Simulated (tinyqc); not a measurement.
Worked calculation: CIS and TDHF on RHF in the sto-6g basis, frozen core, for HF, spin multiplicity 1. Computed by tinyqc, a small Python program that keeps every step (integrals from PySCF). Settings: charge = 0, multiplicity = 1, basis = sto-6g, method = RHF, frozen orbitals = 1, energy threshold = 1e-10, iteration cap = 76, orthogonalisation = canonical, start = Wolfsberg-Helmholz matrix, DIIS depth = 6, TDHF = 1. Command: `OMP_NUM_THREADS=1 python tinyqc.py 27285 27286 out.jsonl` (the two numbers bound the seeds that draw the settings). One thread of a shared host (Intel(R) Xeon(R) Processor @ 2.60GHz), about 0.08 s of CPU time with the checks. The early iterations of the SCF are left out here.

## One-electron integrals

Geometry (angstrom):
```
atom        x        y        z
F     0.00000  0.00000  0.00000
H     0.00000  0.00000  1.10300
```

Basis sto-6g: exponents (1/bohr^2) and contraction coefficients of normalised primitives:
```
element  l (shell)    exponent  coefficient
F            s (1)  1728.62657      0.00916
F            s (1)   316.94179      0.04936
F            s (1)    88.66889      0.16854
F            s (1)    30.46016      0.37056
F            s (1)    11.82857      0.41649
F            s (1)     4.87166      0.13033
F            s (2)    67.03228     -0.01325
F            s (2)    13.26744     -0.04699
F            s (2)     4.12351     -0.03379
F            s (2)     1.58646      0.25024
F            s (2)     0.68900      0.59512
F            s (2)     0.31582      0.24071
F            p (3)    67.03228      0.00376
F            p (3)    13.26744      0.03768
F            p (3)     4.12351      0.17390
F            p (3)     1.58646      0.41804
F            p (3)     0.68900      0.42586
F            p (3)     0.31582      0.10171
H            s (1)    35.52322      0.00916
H            s (1)     6.51314      0.04936
H            s (1)     1.82214      0.16854
H            s (1)     0.62596      0.37056
H            s (1)     0.24308      0.41649
H            s (1)     0.10011      0.13033
```

Overlap, kinetic and nuclear-attraction integrals over the contracted functions; the nuclear repulsion is the sum of Za Zb / Rab.

nuclear repulsion = 4.3178558 hartree

overlap S:
```
          1F 1s    1F 2s   1F 2px   1F 2py   1F 2pz    2H 1s
1F 1s   1.00000  0.23248  0.00000  0.00000  0.00000  0.03296
1F 2s   0.23248  1.00000  0.00000  0.00000  0.00000  0.33766
1F 2px  0.00000  0.00000  1.00000  0.00000  0.00000  0.00000
1F 2py  0.00000  0.00000  0.00000  1.00000  0.00000  0.00000
1F 2pz  0.00000  0.00000  0.00000  0.00000  1.00000  0.28069
2H 1s   0.03296  0.33766  0.00000  0.00000  0.28069  1.00000
```

kinetic energy T (hartree):
```
           1F 1s     1F 2s   1F 2px   1F 2py   1F 2pz     2H 1s
1F 1s   37.39773  -1.14335  0.00000  0.00000  0.00000  -0.00507
1F 2s   -1.14335   1.08230  0.00000  0.00000  0.00000   0.04976
1F 2px   0.00000   0.00000  3.25133  0.00000  0.00000   0.00000
1F 2py   0.00000   0.00000  0.00000  3.25133  0.00000   0.00000
1F 2pz   0.00000   0.00000  0.00000  0.00000  3.25133   0.14593
2H 1s   -0.00507   0.04976  0.00000  0.00000  0.14593   0.76852
```

nuclear attraction V (hartree):
```
            1F 1s      1F 2s     1F 2px     1F 2py     1F 2pz     2H 1s
1F 1s   -78.30221   -7.97724    0.00000    0.00000   -0.01101  -1.29624
1F 2s    -7.97724  -11.95418    0.00000    0.00000   -0.12850  -2.96379
1F 2px    0.00000    0.00000  -11.92928    0.00000    0.00000   0.00000
1F 2py    0.00000    0.00000    0.00000  -11.92928    0.00000   0.00000
1F 2pz   -0.01101   -0.12850    0.00000    0.00000  -12.00248  -2.15946
2H 1s    -1.29624   -2.96379    0.00000    0.00000   -2.15946  -5.46938
```

core Hamiltonian H = T + V (hartree):
```
            1F 1s      1F 2s    1F 2px    1F 2py    1F 2pz     2H 1s
1F 1s   -40.90448   -9.12059   0.00000   0.00000  -0.01101  -1.30131
1F 2s    -9.12059  -10.87189   0.00000   0.00000  -0.12850  -2.91403
1F 2px    0.00000    0.00000  -8.67795   0.00000   0.00000   0.00000
1F 2py    0.00000    0.00000   0.00000  -8.67795   0.00000   0.00000
1F 2pz   -0.01101   -0.12850   0.00000   0.00000  -8.75116  -2.01353
2H 1s    -1.30131   -2.91403   0.00000   0.00000  -2.01353  -4.70085
```

## Two-electron integrals

Functions are numbered as in S; the eight-fold symmetry (ij|kl) = (ji|kl) = (kl|ij) leaves the list below.

Two-electron integrals (ij|kl) in chemists' order, unique and non-zero (hartree):
```
(11|11) 5.40624   (21|11) 0.76813   (21|21) 0.13891   (22|11) 1.26627
(22|21) 0.28399   (22|22) 0.92637   (31|31) 0.02945   (32|31) 0.04468
(32|32) 0.20475   (33|11) 1.26627   (33|21) 0.28399   (33|22) 0.92637
(33|33) 0.99808   (41|41) 0.02945   (42|41) 0.04468   (42|42) 0.20475
(43|43) 0.05379   (44|11) 1.26627   (44|21) 0.28399   (44|22) 0.92637
(44|33) 0.89051   (44|44) 0.99808   (51|51) 0.02945   (52|51) 0.04468
(52|52) 0.20475   (53|53) 0.05379   (54|54) 0.05379   (55|11) 1.26627
(55|21) 0.28399   (55|22) 0.92637   (55|33) 0.89051   (55|44) 0.89051
(55|55) 0.99808   (61|11) 0.11597   (61|21) 0.02011   (61|22) 0.04024
(61|33) 0.04017   (61|44) 0.04017   (61|51) 0.00088   (61|52) 0.00171
(61|55) 0.04037   (61|61) 0.00296   (62|11) 0.30009   (62|21) 0.06834
(62|22) 0.24953   (62|33) 0.24597   (62|44) 0.24597   (62|51) 0.00496
(62|52) 0.03779   (62|55) 0.25665   (62|61) 0.00990   (62|62) 0.08406
(63|31) 0.00750   (63|32) 0.04326   (63|53) 0.00785   (63|63) 0.01218
(64|41) 0.00750   (64|42) 0.04326   (64|54) 0.00785   (64|64) 0.01218
(65|11) 0.20735   (65|21) 0.04788   (65|22) 0.18686   (65|33) 0.17903
(65|44) 0.17903   (65|51) 0.01051   (65|52) 0.06975   (65|55) 0.20251
(65|61) 0.00723   (65|62) 0.07726   (65|65) 0.08259   (66|11) 0.46968
(66|21) 0.10898   (66|22) 0.45808   (66|33) 0.44312   (66|44) 0.44312
(66|51) 0.00966   (66|52) 0.10324   (66|55) 0.48799   (66|61) 0.01589
(66|62) 0.20236   (66|65) 0.21555   (66|66) 0.77500
```

## Orthogonalisation

S = U s U^T; canonical form X = U s^(-1/2), so that X^T S X = 1. Each column of U has its largest component positive (the first on a tie).

eigenvalues of S: 0.53392  0.85068  1.00000  1.00000  1.12469  1.49071

X:
```
               1         2         3        4         5        6
1F 1s    0.34511   0.73400   0.00000  0.00000  -0.57591  0.26549
1F 2s   -0.81833  -0.42654   0.00000  0.00000  -0.34694  0.48614
1F 2px   0.00000   0.00000  -0.00580  0.99998   0.00000  0.00000
1F 2py   0.00000   0.00000   0.99998  0.00580   0.00000  0.00000
1F 2pz  -0.53718   0.59541   0.00000  0.00000   0.60420  0.29957
2H 1s    0.89196  -0.31674   0.00000  0.00000   0.26840  0.52370
```

Within a degenerate level the vectors are fixed only up to a rotation; this is one choice.

## Iteration 6 (converged): orbitals

converged F (hartree):
```
            1F 1s     1F 2s    1F 2px    1F 2py    1F 2pz     2H 1s
1F 1s   -26.25070  -6.37073   0.00000   0.00000  -0.01796  -0.91159
1F 2s    -6.37073  -2.89628   0.00000   0.00000  -0.04775  -0.81969
1F 2px    0.00000   0.00000  -0.47117   0.00000   0.00000   0.00000
1F 2py    0.00000   0.00000   0.00000  -0.47117   0.00000   0.00000
1F 2pz   -0.01796  -0.04775   0.00000   0.00000  -0.27579  -0.49065
2H 1s    -0.91159  -0.81969   0.00000   0.00000  -0.49065  -0.39170
```

Diagonalise F' = X^T F X, C = X C', fill 5 alpha and 5 beta electrons from the bottom; D = 2 C_occ C_occ^T. Each column has its largest component positive (the first on a tie).

F' = X^T F X (hartree):
```
          1          2         3         4          5         6
1  -0.78860   -3.42334   0.00000   0.00000    2.78042  -1.42923
2  -3.42334  -10.42165   0.00000   0.00000   10.35324  -6.13630
3   0.00000    0.00000  -0.47117   0.00000    0.00000   0.00000
4   0.00000    0.00000   0.00000  -0.47117    0.00000   0.00000
5   2.78042   10.35324   0.00000   0.00000  -11.42211   6.81604
6  -1.42923   -6.13630   0.00000   0.00000    6.81604  -5.15299
```

orbital energies (hartree): MO1 -26.25389, MO2 -1.44420, MO3 -0.53562, MO4 -0.47117, MO5 -0.47117, MO6 0.44837

coefficients C:
```
             MO1       MO2       MO3      MO4       MO5       MO6
1F 1s    0.99717  -0.24241   0.05754  0.00000   0.00000   0.05990
1F 2s    0.01223   0.98000  -0.32043  0.00000   0.00000  -0.38089
1F 2px   0.00000   0.00000   0.00000  0.05727   0.99836   0.00000
1F 2py   0.00000   0.00000   0.00000  0.99836  -0.05727   0.00000
1F 2pz   0.00134   0.04463   0.69133  0.00000   0.00000  -0.78609
2H 1s   -0.00238   0.11380   0.56977  0.00000   0.00000   0.95112
```

D after iteration 6:
```
           1F 1s     1F 2s   1F 2px   1F 2py    1F 2pz     2H 1s
1F 1s    2.11285  -0.48762  0.00000  0.00000   0.06060   0.00566
1F 2s   -0.48762   2.12647  0.00000  0.00000  -0.35554  -0.14216
1F 2px   0.00000   0.00000  2.00000  0.00000   0.00000   0.00000
1F 2py   0.00000   0.00000  0.00000  2.00000   0.00000   0.00000
1F 2pz   0.06060  -0.35554  0.00000  0.00000   0.95987   0.79796
2H 1s    0.00566  -0.14216  0.00000  0.00000   0.79796   0.67519
```

Within a degenerate level the vectors are fixed only up to a rotation; this is one choice.

## Convergence

Stop when the energy changes by less than 1e-10 hartree and every element of the error matrix X^T (F D S - S D F) X is below 3e-06.

Course of the cycle:
```
iteration  E (hartree)     change  largest element of the error matrix
1          -99.1785399          -                             6.87e-01
2          -99.4654725  -2.87e-01                             1.38e-01
3          -99.4802274  -1.48e-02                             1.86e-02
4          -99.4804277  -2.00e-04                             2.05e-03
5          -99.4804301  -2.33e-06                             2.12e-06
6          -99.4804301  -5.57e-12                             1.81e-07
```

PySCF RHF in the same basis = -99.4804301 hartree

Converged in 6 iterations.

## Integrals over molecular orbitals

(pq|rs) = sum C_ip C_jq C_kr C_ls (ij|kl), one index at a time.

one-electron integrals over orbitals h = C^T H C (hartree):
```
           1         2         3         4         5         6
1  -40.89119   0.72578  -0.16696   0.00000   0.00000  -0.18228
2    0.72578  -9.19960   0.54434   0.00000   0.00000   0.96779
3   -0.16696   0.54434  -7.17553   0.00000   0.00000   2.09965
4    0.00000   0.00000   0.00000  -8.67795   0.00000   0.00000
5    0.00000   0.00000   0.00000   0.00000  -8.67795   0.00000
6   -0.18228   0.96779   2.09965   0.00000   0.00000  -6.06999
```

Two-electron integrals over orbitals (pq|rs), unique and non-zero (hartree); the lowest 1 orbital is frozen and left out:
```
(22|22) 0.86824    (32|22) -0.03942   (32|32) 0.14635    (33|22) 0.72342
(33|32) -0.02703   (33|33) 0.71414    (42|42) 0.18673    (43|42) -0.03386
(43|43) 0.04001    (44|22) 0.89115    (44|32) -0.07256   (44|33) 0.71216
(44|44) 0.99808    (52|52) 0.18673    (53|52) -0.03386   (53|53) 0.04001
(54|54) 0.05379    (55|22) 0.89115    (55|32) -0.07256   (55|33) 0.71216
(55|44) 0.89051    (55|55) 0.99808    (62|22) -0.10585   (62|32) -0.06548
(62|33) -0.02817   (62|44) -0.10336   (62|55) -0.10336   (62|62) 0.09256
(63|22) -0.20919   (63|32) 0.08850    (63|33) -0.10634   (63|44) -0.22530
(63|55) -0.22530   (63|62) 0.04598    (63|63) 0.20889    (64|42) -0.03427
(64|43) -0.01964   (64|64) 0.02979    (65|52) -0.03427   (65|53) -0.01964
(65|65) 0.02979    (66|22) 0.65703    (66|32) 0.05705    (66|33) 0.66174
(66|44) 0.63576    (66|55) 0.63576    (66|62) -0.06061   (66|63) -0.01880
(66|66) 0.69664
```

## CIS matrix, singlets

A(ia,jb) = (e_a - e_i) d_ij d_ab + 2 (ia|jb) - (ij|ab).

CIS matrix A, singlet (hartree):
```
         2>6      3>6      4>6      5>6
2>6  1.42067  0.03490  0.00000  0.00000
3>6  0.03490  0.74002  0.00000  0.00000
4>6  0.00000  0.00000  0.34336  0.00000
5>6  0.00000  0.00000  0.00000  0.34336
```

## CIS singlet states

dipole integrals <i|r|a> (bohr):
```
            x         y        z
2>6   0.00000   0.00000  0.00056
3>6   0.00000   0.00000  1.07693
4>6  -0.00108  -0.01879  0.00000
5>6  -0.01879   0.00108  0.00000
```

Diagonalise A (1 hartree = 27.211386 eV); each vector has its largest component positive (the first on a tie). The transition dipole is mu = sqrt2 sum c_ia <i|r|a>.

singlet excitation energies (eV): 9.34335  9.34335  20.08833  38.70684

lowest vectors:
```
     state 1   state 2   state 3  state 4
2>6  0.00000   0.00000  -0.05108  0.99869
3>6  0.00000   0.00000   0.99869  0.05108
4>6  0.12040   0.99273   0.00000  0.00000
5>6  0.99273  -0.12040   0.00000  0.00000
```

oscillator strengths 2/3 w |mu|^2: 0.00016  0.00016  1.13854  0.00586

Within a degenerate level the vectors are fixed only up to a rotation; this is one choice.

## TDHF (RPA) singlet states

B(ia,jb) = 2 (ia|jb) - (ib|ja); the squared energies are the eigenvalues of (A - B)(A + B); 1 hartree = 27.211386 eV.

TDHF matrix B, singlet (hartree):
```
         2>6      3>6      4>6      5>6
2>6  0.09256  0.04598  0.00000  0.00000
3>6  0.04598  0.20889  0.00000  0.00000
4>6  0.00000  0.00000  0.02979  0.00000
5>6  0.00000  0.00000  0.00000  0.02979
```

squared energies w^2 (hartree^2): 0.11701  0.11701  0.50141  2.01051

TDHF energies from the positive w^2 (eV): 9.30812  9.30812  19.26852  38.58369

## CIS matrix, triplets

A(ia,jb) = (e_a - e_i) d_ij d_ab - (ij|ab).

CIS matrix A, triplet (hartree):
```
          2>6       3>6      4>6      5>6
2>6   1.23554  -0.05705  0.00000  0.00000
3>6  -0.05705   0.32225  0.00000  0.00000
4>6   0.00000   0.00000  0.28378  0.00000
5>6   0.00000   0.00000  0.00000  0.28378
```

## CIS triplet states

Diagonalise A (1 hartree = 27.211386 eV); each vector has its largest component positive (the first on a tie).

triplet excitation energies (eV): 7.72196  7.72196  8.67217  33.71727

lowest vectors:
```
     state 1   state 2  state 3   state 4
2>6  0.00000   0.00000  0.06211   0.99807
3>6  0.00000   0.00000  0.99807  -0.06211
4>6  0.03505   0.99939  0.00000   0.00000
5>6  0.99939  -0.03505  0.00000   0.00000
```

Within a degenerate level the vectors are fixed only up to a rotation; this is one choice.

## TDHF (RPA) triplet states

B(ia,jb) = - (ib|ja); the squared energies are the eigenvalues of (A - B)(A + B); 1 hartree = 27.211386 eV.

TDHF matrix B, triplet (hartree):
```
          2>6       3>6       4>6       5>6
2>6  -0.09256  -0.04598   0.00000   0.00000
3>6  -0.04598  -0.20889   0.00000   0.00000
4>6   0.00000   0.00000  -0.02979   0.00000
5>6   0.00000   0.00000   0.00000  -0.02979
```

squared energies w^2 (hartree^2): 0.05500  0.07964  0.07964  1.52548

TDHF energies from the positive w^2 (eV): 6.38138  7.67929  7.67929  33.60886
